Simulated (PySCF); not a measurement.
Bond curve of SiCl

Set-up: basis Si def2-SVPD, Cl def2-SVPD; no relativity; PySCF 2.14. Energies in eV from Si + Cl in their ground configurations at the same level. State: ²Π (doublet), unpaired electrons π ↑.

All columns are BHandHLYP. A positive dipole means Si(−)Cl(+).

```json
{"R (Å)": "1.813", "E (eV)": "-3.059", "μ (D)": "0.63", "Mulliken charge on Si (basis-dependent)": "0.26", "HOMO (eV)": "-5.42", "LUMO (eV)": "-1.45", "Mayer bond order": "1.34", "⟨S²⟩": "0.76"}
{"R (Å)": "1.897", "E (eV)": "-3.632", "μ (D)": "0.10", "Mulliken charge on Si (basis-dependent)": "0.32", "HOMO (eV)": "-5.65", "LUMO (eV)": "-1.65", "Mayer bond order": "1.22", "⟨S²⟩": "0.76"}
{"R (Å)": "1.982", "E (eV)": "-3.941", "μ (D)": "-0.45", "Mulliken charge on Si (basis-dependent)": "0.37", "HOMO (eV)": "-5.87", "LUMO (eV)": "-1.85", "Mayer bond order": "1.12", "⟨S²⟩": "0.76"}
{"R (Å)": "2.045", "E (eV)": "-4.047", "μ (D)": "-0.87", "Mulliken charge on Si (basis-dependent)": "0.40", "HOMO (eV)": "-6.04", "LUMO (eV)": "-1.99", "Mayer bond order": "1.06", "⟨S²⟩": "0.76"}
{"R (Å)": "2.108", "E (eV)": "-4.075", "μ (D)": "-1.29", "Mulliken charge on Si (basis-dependent)": "0.43", "HOMO (eV)": "-6.20", "LUMO (eV)": "-2.13", "Mayer bond order": "1.01", "⟨S²⟩": "0.76"}
{"R (Å)": "2.171", "E (eV)": "-4.043", "μ (D)": "-1.71", "Mulliken charge on Si (basis-dependent)": "0.45", "HOMO (eV)": "-6.35", "LUMO (eV)": "-2.26", "Mayer bond order": "0.96", "⟨S²⟩": "0.76"}
{"R (Å)": "2.256", "E (eV)": "-3.932", "μ (D)": "-2.28", "Mulliken charge on Si (basis-dependent)": "0.47", "HOMO (eV)": "-6.56", "LUMO (eV)": "-2.44", "Mayer bond order": "0.92", "⟨S²⟩": "0.76"}
{"R (Å)": "2.361", "E (eV)": "-3.722", "μ (D)": "-2.98", "Mulliken charge on Si (basis-dependent)": "0.49", "HOMO (eV)": "-6.80", "LUMO (eV)": "-2.65", "Mayer bond order": "0.87", "⟨S²⟩": "0.76"}
{"R (Å)": "2.487", "E (eV)": "-3.410", "μ (D)": "-3.80", "Mulliken charge on Si (basis-dependent)": "0.51", "HOMO (eV)": "-7.07", "LUMO (eV)": "-2.89", "Mayer bond order": "0.84", "⟨S²⟩": "0.76"}
{"R (Å)": "2.656", "E (eV)": "-2.951", "μ (D)": "-4.86", "Mulliken charge on Si (basis-dependent)": "0.53", "HOMO (eV)": "-7.40", "LUMO (eV)": "-3.19", "Mayer bond order": "0.81", "⟨S²⟩": "0.76"}
```

A fit through these points gives, at Re = 2.103 Å, μ = -1.25 D and dμ/dR = -6.70 D/Å; the reduced mass is 15.54 u.

**Question.** How strong is the fundamental in the double-harmonic approximation, I = 42.26·(dμ/dR)²/μred km/mol?

**Answer.** I = 42.26·(-6.70)²/15.54 = 122 km/mol at BHandHLYP.

The state was picked by a PBE0 search and need not be the measured ground state.
